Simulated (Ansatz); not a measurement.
Reaction: C2H6N (SMILES [CH](N)C, doublet) → C2H6N (SMILES [N](C)C, doublet)
Each species at its own B3LYP-D3(BJ)/def2-TZVP minimum (Ansatz, a first-principles code), one conformer.

Total energies in hartree (Ansatz). Open shells are spin-unrestricted; no spin-orbit coupling. Cores are frozen in correlated methods. No relativity.

```tsv
species	HF/cc-pVTZ	CCSD(T)/cc-pVTZ	HF/cc-pVQZ	CCSD(T)/cc-pVQZ	CCSD(T)/cc-pVDZ	CCSDT(Q)/cc-pVDZ
1: C2H6N (SMILES C[CH]N, doublet)	-133.68308	-134.28200	-133.69307	-134.32395	-134.13481	-134.13648
2: C2H6N (SMILES C[N]C, doublet)	-133.67737	-134.26673	-133.68681	-134.30731	-134.12407	-134.12576
```

**Question.** Work out the isomerisation energy (electronic) in kJ/mol: take Hartree-Fock from cc-pVQZ, extrapolate the CCSD(T) correlation energy as X^-3 (X = 3, 4), and add CCSDT(Q) - CCSD(T) in cc-pVDZ. 1 hartree = 2625.5 kJ/mol.

**Answer.** 
Species 1: correlation (64·(-0.63088) - 27·(-0.59892))/37 = -0.65420; step -0.00167; E1 = -133.69307 + (-0.65420) + (-0.00167) = -134.34894
Species 2: correlation (64·(-0.62050) - 27·(-0.58936))/37 = -0.64322; step -0.00169; E2 = -133.68681 + (-0.64322) + (-0.00169) = -134.33172
-1·E1 +1·E2 = 0.01722 hartree = 45.2 kJ/mol.
